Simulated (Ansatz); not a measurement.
Ansatz (a first-principles code) input:

Ansatz 0.2 input:
```yaml
crystal:
  periodic: [false, false, false]
  atoms:
    - {symbol: O, position_ang: [1.08834332, -0.21251108, 0.05838139]}
    - {symbol: N, position_ang: [-0.00556896, 0.43493383, 0.01262315]}
    - {symbol: O, position_ang: [-1.08049424, -0.24088316, -0.06244552]}
basis:
  gaussian:
    orbitals: def2-TZVP
hamiltonian:
  xc: b3lyp
  dispersion: d3bj
total_charge: -1
relax: {f_tol: 0.002, max_steps: 150}
```

Problem. Which total energy does the run end on?

Solution. -205.23962 Eh (B3LYP-D3(BJ)/def2-TZVP). The basis has 93 functions.
